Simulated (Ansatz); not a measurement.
# C₂H radical: how energies converge with the basis set

The task here is to estimate one member of a computed series from the others.

Method: one geometry, several basis sets; program: Ansatz 0.2.0, Gaussian basis.

Levels to be run: PBE0-D4/def2-SVP; ωB97M-V/def2-SVP; PBE0-D4/def2-QZVPP; ωB97M-V/def2-QZVPP; CCSD(T)/cc-pV(D+d)Z; CCSD(T)/cc-pV(T+d)Z; CCSD(T)/cc-pV(Q+d)Z; the functionals' def2-TZVPP values are taken from earlier runs.

## The geometry

The geometry comes from an earlier relaxation with PBE0-D4 in a triple-zeta def2 set; it is a stationary point.

SMILES `[C]#C`, 3 atoms, charge 0, spin multiplicity 2.

Atoms are counted from 1 here; the program's logs count them from 0.

Bond lengths: C1–C2 1.200 Å, C2–H3 1.066 Å. Angles: C1–C2–H3 179.9°.

Set-up of the first run:

in.yaml reads:

```yaml
crystal:
  periodic: [false, false, false]
  atoms:
    - {symbol: C, position_ang: [0.615317, 0.875826, 0.435254]}
    - {symbol: C, position_ang: [-0.023943, -0.034020, -0.016449]}
    - {symbol: H, position_ang: [-0.591375, -0.841806, -0.418815]}
basis:
  gaussian: {orbitals: def2-SVP}
magnetization: {spin_polarized: true, initial_magnetization: 1}
hamiltonian: {xc: pbe0, dispersion: d4}
output: {orbitals: {seedname: orbitals}}
```

Among the steps run: PBE0-D4 in def2-SVP; ωB97M-V in def2-SVP; PBE0-D4 in def2-QZVPP; ωB97M-V in def2-QZVPP.

One table of the session follows, with a row left open; its other results are not shown here.

It belongs to the step «Functionals by basis». 

| functional | basis | HOMO (eV) | LUMO (eV) |
| --- | --- | --- | --- |
| PBE0-D4 | def2-SVP | -8.52 | -4.61 |
| PBE0-D4 | def2-TZVPP | -8.60 | -4.80 |
| PBE0-D4 | def2-QZVPP | -8.62 | -4.81 |
| ωB97M-V | def2-SVP | ? | ? |
| ωB97M-V | def2-TZVPP | -10.91 | -2.96 |
| ωB97M-V | def2-QZVPP | -10.93 | -3.00 |

Q: Estimate the row for ωB97M-V, def2-SVP from the others.

The run gave: HOMO (eV): -10.81; LUMO (eV): -2.66. In the column «HOMO (eV)» it lies between ωB97M-V, def2-TZVPP (-10.91) and PBE0-D4, def2-QZVPP (-8.62).
